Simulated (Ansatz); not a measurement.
Cost and result for the atomization energy of C₂H₂F₂O, SMILES `FC1(F)CO1` (7 atoms, 7 bonds).

The species carries charge 0 and has multiplicity 1. Geometry: relaxed with PBE0-D4/def2-TZVP. Program: Ansatz. Hardware: A = 2 threads of a server CPU on a shared host; B = 2 threads of an AMD EPYC 7R13 on a shared host and a share of an NVIDIA H100 80 GB. Times are those of one run each, without the atoms' runs, and a repeat can differ threefold. Electronic energies, without spin–orbit coupling; frozen cores. CCSD(T)/CBS extrapolates def2-TZVPP and def2-QZVPP, and its time is that of the two runs behind it. T1 = 0.012.

CCSD(T)/CBS is a level of theory with its own doubt, some kJ/mol a heavy atom from the limit and from the frozen cores, so smaller differences don't rank the functionals.

| level | functions | wall time |
| --- | --- | --- |
| LDA (SPW92)/def2-TZVPP [A] | 183 | 2.2 s |
| BLYP-D4/def2-TZVPP [A] | 183 | 2.8 s |
| revPBE-D4/def2-TZVPP [A] | 183 | 3.2 s |
| PBE0-D4/def2-TZVPP [A] | 183 | 3.5 s |
| PBE-D4/def2-TZVPP (with forces) [A] | 183 | 5.5 s |
| r2SCANh-D4/def2-TZVPP [A] | 183 | 6.5 s |
| CCSD(T)/def2-TZVPP [B] | 183 | 6.5 s |
| CCSD(T)/def2-SVP [A] | 80 | 7 s |
| B2PLYP/def2-TZVPP [A] | 183 | 7.5 s |
| CCSD(T)/def2-QZVPP [B] | 345 | 11 s |
| B97M-V/def2-TZVPP [A] | 183 | 11 s |
| PBE-QIDH/def2-TZVPP [A] | 183 | 13 s |
| CCSD(T)/CBS(def2) | – | 17 s |

Problem. What atomization energy does each give, and how far from CCSD(T)/CBS? (Estimate.)

Solution. The calculation gave: 
```tsv
level	atomization (kJ/mol)	difference from CCSD(T)/CBS	per bond
LDA (SPW92)/def2-TZVPP [A]	3463.5	622.4	88.9
BLYP-D4/def2-TZVPP [A]	2866.4	25.3	3.6
revPBE-D4/def2-TZVPP [A]	2880.9	39.8	5.7
PBE0-D4/def2-TZVPP [A]	2877.9	36.8	5.3
PBE-D4/def2-TZVPP (with forces) [A]	2995.7	154.6	22.1
r2SCANh-D4/def2-TZVPP [A]	2836.7	-4.4	-0.6
CCSD(T)/def2-TZVPP [B]	2760.6	-80.5	-11.5
CCSD(T)/def2-SVP [A]	2702.0	-139.1	-19.9
B2PLYP/def2-TZVPP [A]	2814.6	-26.5	-3.8
CCSD(T)/def2-QZVPP [B]	2808.2	-32.9	-4.7
B97M-V/def2-TZVPP [A]	2854.6	13.5	1.9
PBE-QIDH/def2-TZVPP [A]	2835.6	-5.5	-0.8
CCSD(T)/CBS(def2)	2841.1	0.0	0.0
```

From BLYP to BHLYP (50 % exact exchange), in def2-TZVPP and without D4, the atomization energy moves by −183.0 kJ/mol: exact exchange takes away binding that semilocal exchange gives to molecules. In def2-TZVPP, CCSD(T) changes the Hartree–Fock value by +867.4 kJ/mol (the triples alone add +65.1 kJ/mol) and MP2 by +990.1 kJ/mol; breaking electron pairs costs correlation energy, which Hartree–Fock lacks. At CCSD(T), def2-SVP lies −139.1 kJ/mol from the extrapolated value and def2-TZVPP −80.5 kJ/mol: correlation converges slowly with the basis, and small sets miss more of it in the bonded molecule than in its fragments.
